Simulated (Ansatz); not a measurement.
Reaction (SMILES): CC(N)=O → CC([NH-])=O + H+
B3LYP-D3(BJ)/def2-TZVP geometries, fixed; electronic energies without zero-point terms.

Basis-set convergence of the deprotonation energy at MP2 with Ansatz (a quantum-chemistry and plane-wave program). Cartesian d functions, on some or all atoms, in 6-31G**, 6-31+G*; all else is spherical. Cores are frozen. Species with rotatable bonds are taken in one conformer. The proton leaves the site shown, which need not be the most acidic. No added dispersion term, no relativity. Functions are those of the species that has most. Reference: Hartree-Fock in aug-cc-pVQZ plus the correlation part extrapolated as X^-3 from aug-cc-pVTZ and aug-cc-pVQZ, 366.98 kcal/mol, itself unsure by roughly 0.13 kcal/mol (a third of the extrapolation step and of the last Hartree-Fock step). Deviations are taken from unrounded values.

| basis | functions | deprotonation energy (kcal/mol) | minus reference (kcal/mol) |
|---|---|---|---|
| STO-3G | 25 | 478.71 | 111.72 |
| def2-SV(P) | 66 | 377.88 | 10.90 |
| cc-pVDZ | 81 | 382.80 | 15.82 |
| 6-31G** | 85 | 384.52 | 17.54 |
| 6-31+G* | 86 | 363.64 | -3.34 |
| 6-311G** | 102 | 380.29 | 13.31 |
| def2-SVPD | 123 | 369.32 | 2.34 |
| aug-cc-pVDZ | 137 | 365.08 | -1.90 |
| def2-TZVP | 154 | 370.05 | 3.06 |
| pcseg-2 | 190 | 370.53 | 3.55 |
| def2-TZVPP | 194 | 371.82 | 4.84 |
| def2-TZVPPD | 236 | 368.05 | 1.07 |
| 6-311++G(3df,3pd) | 246 | 367.93 | 0.94 |
| aug-pcseg-2 | 299 | 367.78 | 0.80 |
| def2-QZVPP | 378 | 369.01 | 2.03 |
| aug-cc-pVQZ | 550 | 367.05 | 0.07 |
| aug-pcseg-3 | 585 | 367.79 | 0.80 |
| pcseg-4 | 709 | 367.60 | 0.61 |
